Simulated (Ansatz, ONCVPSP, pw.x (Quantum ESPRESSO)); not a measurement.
## What a changed setting does to a pw.x run (bcc Cr)

Potential: optimised norm-conserving Vanderbilt (ONCV), ONCVPSP 4.0.1.1 (patched build), LDA (Perdew-Wang 92); core [Ne], reference 3s2 3p6 3d5 4s1; waves: 3s+4s: rc 1.40 bohr, ncon 3, nbas 8, qcut 9.4 1/bohr, 2 projectors; 3p: rc 1.20 bohr, ncon 5, nbas 10, qcut 14 1/bohr, 2 projectors, debl 2 Ha; 3d: rc 2.15 bohr, ncon 5, nbas 8, qcut 7.6 1/bohr, 2 projectors, debl 0.8 Ha; local part: polynomial inside 0.85 bohr (lpopt 5, dvloc0 0 Ha); core correction: none.

The reference run (k-mesh 16³, cutoffs 160/640 Ry, Fermi–Dirac 0.01 Ry, mixing_beta 0.4, conv_thr 1e-9, no spin) gives 1.66 GPa at 10.845 Å³/atom, where all-electron LAPW gives 0.16 GPa. This run, with its own iteration cap, changes k-mesh shift to 1.

```
&control
  calculation='scf', prefix='x', pseudo_dir='./', outdir='./tmp', tstress=.true., disk_io='none'
/
&system
  ibrav=0, nat=1, ntyp=1, ecutwfc=160, ecutrho=640, nbnd=15,
  occupations='smearing', smearing='fd', degauss=0.01
/
&electrons
  conv_thr=1e-09, mixing_beta=0.4, electron_maxstep=50
/
ATOMIC_SPECIES
Cr 1.0 Cr.UPF
CELL_PARAMETERS angstrom
  -1.39440797 1.39440797 1.39440797
  1.39440797 -1.39440797 1.39440797
  1.39440797 1.39440797 -1.39440797
ATOMIC_POSITIONS crystal
Cr 0.0000 0.0000 0.0000
K_POINTS automatic
16 16 16 1 1 1
```

```bash
pw.x < Cr.scf.in > Cr.scf.out
```

How does the run end?

It converges in 9 iterations; the free energy moves by +1.8 meV/atom and the pressure by +0.12 GPa.

```
Message from routine setup:
     using ibrav=0 with symmetry is DISCOURAGED, use correct ibrav instead
     lattice parameter (alat)  =       4.5640  a.u.
     unit-cell volume          =      73.1857 (a.u.)^3
     number of electrons       =        14.00
     number of Kohn-Sham states=           15
     kinetic-energy cutoff     =     160.0000  Ry
     charge density cutoff     =     640.0000  Ry
     scf convergence threshold =      1.0E-09
     Exchange-correlation= SLA  PW   NOGX NOGC
     number of k points=   140  Fermi-Dirac smearing, width (Ry)=  0.0100
     iteration #  1     ecut=   160.00 Ry     beta= 0.40
     total energy              =    -170.06633360 Ry
     estimated scf accuracy    <       0.30831585 Ry
     iteration #  2     ecut=   160.00 Ry     beta= 0.40
     total energy              =    -170.11332461 Ry
     estimated scf accuracy    <       0.00703847 Ry
     iteration #  3     ecut=   160.00 Ry     beta= 0.40
     total energy              =    -170.11316610 Ry
     estimated scf accuracy    <       0.00172908 Ry
     [... 3 iterations left out ...]
     iteration #  7     ecut=   160.00 Ry     beta= 0.40
     total energy              =    -170.11328054 Ry
     estimated scf accuracy    <       0.00000004 Ry
     iteration #  8     ecut=   160.00 Ry     beta= 0.40
     total energy              =    -170.11328055 Ry
     estimated scf accuracy    <          3.0E-09 Ry
     iteration #  9     ecut=   160.00 Ry     beta= 0.40
     the Fermi energy is    21.1984 ev
!    total energy              =    -170.11328055 Ry
     estimated scf accuracy    <          4.2E-11 Ry
     smearing contrib. (-TS)   =      -0.00338072 Ry
     The total energy is F=E-TS. E is the sum of the following terms:
     one-electron contribution =     -47.58550722 Ry
     hartree contribution      =      32.10321906 Ry
     xc contribution           =     -19.28103742 Ry
     ewald contribution        =    -135.34657425 Ry
     convergence has been achieved in   9 iterations
          total   stress  (Ry/bohr**3)                   (kbar)     P=       17.85
     Message from routine punch:
     Nothing written, as per user request (disk_io='none')
```

The run took about 25 s on one core of a shared host (AMD EPYC 9R45 96-Core Processor, 96 threads, 376 GiB, load 34).
